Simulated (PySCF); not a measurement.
Task: What does the PBE0-D3(BJ)/def2-TZVP structure of `Oc1cccs1` (thiophen-2-ol) look like in three dimensions?

Result: 
```xyz
10
C4H4OS angstrom
O      2.3397   -0.0202   -0.2312
C      1.0045    0.0727   -0.0651
C      0.1010   -0.8905   -0.3945
C     -1.2297   -0.4886   -0.1063
C     -1.3178    0.7568    0.4300
S      0.2363    1.4694    0.5952
H      2.7789    0.7576    0.1222
H      0.3870   -1.8412   -0.8217
H     -2.0950   -1.1110   -0.2921
H     -2.1944    1.3018    0.7416
```

Orientation and origin are arbitrary. Atoms count from 1 in this order. The 6 heavy atoms lie in one plane (0.002 Å rms). The 5-membered ring C2–C3–C4–C5–S6 has internal angles of 91.7° to 113.6° (sum 540°, against 540° for a flat polygon); it is planar, 0.00 Å rms from its mean plane, widest ring torsion 0°. The C–C distances run from 1.359 Å (C4–C5, aromatic) to 1.420 Å (C3–C4, aromatic), a spread of 0.061 Å.

Bonds between heavy atoms (Å): O1–C2 1.349, C2–C3 1.361, C3–C4 1.420, C4–C5 1.359, C5–S6 1.718, C2–S6 1.725.

Method used: PySCF 2.14.0, PBE0-D3(BJ)/def2-TZVP geometry optimisation, gas phase.

Point group: near Cs, missed by 0.08 Å at most; the miss may be what the optimiser left on a soft mode. No PBE0-D3(BJ)/def2-TZVP frequencies stand behind this structure, so it isn't proved a minimum. The numbers are those of one conformer (H–O1–C2–C3 -176°).
